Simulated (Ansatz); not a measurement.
Job for Ansatz (a first-principles code): R-RI-MP2/aug-cc-pVQZ on OH_anion (SMILES [OH-]). Charge -1. Files ending in .json are basis or fitting sets from the Basis Set Exchange.

Ansatz 0.2 input:
```yaml
crystal:
  periodic: [false, false, false]
  atoms:
    - {symbol: O, position_ang: [0.00000000, 0.00000000, 0.00000000]}
    - {symbol: H, position_ang: [0.96204317, 0.00000000, 0.00000000]}
basis:
  gaussian:
    orbitals: aug-cc-pVQZ
    fitting: {mean_field: def2-universal-JKFIT, correlation: aug-cc-pVQZ-RIFIT.json}
total_charge: -1
magnetization: {spin_polarized: false}
correlation: {method: mp2, electrons: outside_noble_gas}
scf: {lower_state_search: off}
```

It printed:

```
Functional definition: HF
[...]
these checks for a lower state are left out or cut short: stability, starts, cluster_reference, orbital_swaps, neighbouring_geometries, increment
integrals: 0.02 GiB planned
95 factors; integrals over basis functions are off by at most 2.4e0 eV
248 factors; integrals over basis functions are off by at most 6.2e-1 eV
mean field: 0.10 GiB planned
mean field evaluation 1: about -2051.3188 eV, gradient 2.2e1 eV
mean field evaluation 2: about -2051.7420 eV, gradient 1.8e1 eV
mean field evaluation 4: about -2052.2004 eV, gradient 4.7e-1 eV
mean field evaluation 8: about -2052.2014 eV, gradient 1.2e-6 eV
mean field -2052.20139257 eV, -75.4170101447 hartree, gradient 1.2e-6 eV, S^2 0.000000; 0 other end points of the search recorded, 0 dependent functions left out
1 core orbitals not correlated
reference -2052.20139257 eV, -75.4170101447 hartree; 4, 4 occupied and 121, 121 virtual orbitals, 248 factors
second order -8.37560002 eV of doubles, -0.00000000 eV of singles
Total energy: -2060.57699259 eV, -75.7248077683 hartree
Checks for a lower state left out: stability, starts, cluster_reference, orbital_swaps, neighbouring_geometries, increment
```

The run converged.

Cost: around 0.5 core-seconds (rough).
